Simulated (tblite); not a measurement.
Compound: C₆H₉ (doublet state).
SMILES: `C[C@@H]1[C](C)C=C1`

Computed values, GFN2-xTB/tblite, gas phase, harmonic and unscaled. The method is semi-empirical: single wavenumbers can be off by several per cent or more. Open shells enter through the occupations alone, without spin polarisation, and single modes of such species can be off by tens of per cent.

Harmonic wavenumbers (cm⁻¹): 83.6, 154.3, 194.2, 213.9, 272.3, 367.2, 530.5, 586.4, 692.0, 836.3, 864.4, 921.6, 969.3, 985.5, 1021.3, 1043.6, 1075.9, 1133.9, 1146.7, 1183.0, 1235.9, 1315.3, 1364.0, 1388.2, 1401.9, 1458.4, 1468.2, 1495.6, 1498.8, 1554.8, 2927.5, 2942.6, 2969.1, 3021.8, 3027.0, 3030.8, 3033.0, 3104.5, 3163.5.

A = 5050, B = 3699, C = 2364 MHz; mass 81.070 u (most abundant isotopes); point group C1, symmetry number 1; spin multiplicity 2.

Task: Zero-point energy?

Result: Half the sum of the wavenumbers: 27838 cm⁻¹ = 333.02 kJ/mol.

Task: What is S at 400 K and 1 bar for an ideal gas of classical rigid rotors and harmonic oscillators?

Result: Translation 169.78, rotation 114.08, vibration 94.46, spin (R ln 2) 5.76: S = 384.1 J/(mol K).

Task: And Cp and H(400 K) − H(0)?

Result: Cp = 144.91 J/(mol K), of which vibrations give 111.65 (their classical limit is 39 R = 324.3); H(400 K) − H(0) = 34.30 kJ/mol without the zero-point energy, 21.00 from vibrations.

Task: How do the functions run with temperature in this model?

Result: 
```json
{"T (K)": "50", "S (J/(mol K))": "224.1", "Cp (J/(mol K))": "42.4", "H − H(0) (kJ/mol)": "1.80", "G − H(0) (kJ/mol)": "-9.41", "ln q(vib)": "0.11"}
{"T (K)": "100", "S (J/(mol K))": "258.8", "Cp (J/(mol K))": "59.0", "H − H(0) (kJ/mol)": "4.35", "G − H(0) (kJ/mol)": "-21.53", "ln q(vib)": "0.61"}
{"T (K)": "298.15", "S (J/(mol K))": "346.4", "Cp (J/(mol K))": "112.9", "H − H(0) (kJ/mol)": "21.16", "G − H(0) (kJ/mol)": "-82.12", "ln q(vib)": "3.47"}
{"T (K)": "373.15", "S (J/(mol K))": "374.3", "Cp (J/(mol K))": "136.6", "H − H(0) (kJ/mol)": "30.52", "G − H(0) (kJ/mol)": "-109.15", "ln q(vib)": "4.62"}
{"T (K)": "500", "S (J/(mol K))": "419.5", "Cp (J/(mol K))": "173.2", "H − H(0) (kJ/mol)": "50.25", "G − H(0) (kJ/mol)": "-159.52", "ln q(vib)": "6.65"}
{"T (K)": "750", "S (J/(mol K))": "500.5", "Cp (J/(mol K))": "226.0", "H − H(0) (kJ/mol)": "100.63", "G − H(0) (kJ/mol)": "-274.77", "ln q(vib)": "10.71"}
{"T (K)": "1000", "S (J/(mol K))": "570.7", "Cp (J/(mol K))": "261.0", "H − H(0) (kJ/mol)": "161.77", "G − H(0) (kJ/mol)": "-408.88", "ln q(vib)": "14.68"}
```

q(vib) and H(0) count from the zero-point level.

Task: Blend soft modes into free rotors: weight 1/[1 + (100 cm⁻¹/ν̃)⁴] for the oscillator and the rest for a rotor with moment μB/(μ + B), μ = h/(8π²ν), B = 10⁻⁴⁴ kg m². What vibrational entropy results?

Result: 91.11 J/(mol K) in place of 94.46, which changes −T·S at 400 K by +1.34 kJ/mol.

Hindered rotation and anharmonicity are outside this model. The structure is chiral; the term R ln 2 for an equal mix with its mirror image is left out.

On one thread of an Arm Neoverse V1, shared host with 32 logical CPUs at a one-minute load of 40, this took 0.35 s. The figure is for the frequency step alone.
